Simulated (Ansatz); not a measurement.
Ansatz (a quantum-chemistry and plane-wave program) input:

Ansatz 0.2 input:
```yaml
crystal:
  periodic: [false, false, false]
  atoms:
    - {symbol: C, position_ang: [0.90001168, -0.66433439, 0.02335932]}
    - {symbol: C, position_ang: [2.36193785, -0.21789905, 0.03889303]}
    - {symbol: C, position_ang: [-0.02985148, 0.48153405, -0.11870900]}
    - {symbol: H, position_ang: [0.66048486, -1.21536743, 0.93914298]}
    - {symbol: H, position_ang: [0.74173108, -1.38036463, -0.79710809]}
    - {symbol: H, position_ang: [3.02621892, -1.07787422, 0.13048143]}
    - {symbol: Cl, position_ang: [-1.72048215, 0.22932973, 0.03836588]}
    - {symbol: H, position_ang: [2.62212239, 0.30829953, -0.88178346]}
    - {symbol: H, position_ang: [2.55810446, 0.45311887, 0.87669814]}
    - {symbol: H, position_ang: [0.24694646, 1.41777863, -0.58091097]}
basis:
  gaussian:
    orbitals: def2-TZVP
hamiltonian:
  xc: b3lyp
  dispersion: d3bj
magnetization: {spin_polarized: true, initial_magnetization: 1}
phonons: {temperatures: {t_min: 298.15, t_max: 298.15, t_step: 100}}
```

Problem. Which total energy does the run end on?

Solution. -578.16584 Eh (B3LYP-D3(BJ)/def2-TZVP). The basis has 166 functions.

It need not be the lowest isomer of its formula.
